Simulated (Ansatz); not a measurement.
Input for Ansatz (development build ahead of 0.2.0):

```yaml
crystal:
  periodic: [false, false, false]
  atoms:
    - { symbol: C, position_ang: [0.0, 0.0, 0.0] }
    - { symbol: H, position_ang: [0.61757, 0.61757, 0.61757] }
    - { symbol: H, position_ang: [-0.61757, -0.61757, 0.61757] }
    - { symbol: H, position_ang: [0.61757, -0.61757, -0.61757] }
    - { symbol: H, position_ang: [-0.61757, 0.61757, -0.61757] }
basis:
  gaussian: { orbitals: cc-pVTZ }
hamiltonian:
  xc: hf
correlation:
  method: mp2
  frozen_orbitals: { C: 1, H: 0 }
output:
  forces: true
```

The input is written out in the form of the current development build from the run's settings.

Results

```yaml
Converged: yes
Reference_energy: -40.21304 hartree
Correlation_energy: -0.19797 hartree
Total_energy: -40.41101 hartree
Spin_squared_of_the_determinant: 0.000
Stability_test: minimum among restricted orbitals
Occupied_orbitals_by_symmetry_in_an_Abelian_subgroup_alpha;_beta: 3 A1 1 B1 1 B2; 3 A1 1 B1 1 B2
```

Forces (eV/Å):
```tsv
atom	Fx	Fy	Fz
C1	0.000	0.000	0.000
H2	0.332	0.332	0.332
H3	-0.332	-0.332	0.332
H4	0.332	-0.332	-0.332
H5	-0.332	0.332	-0.332
```
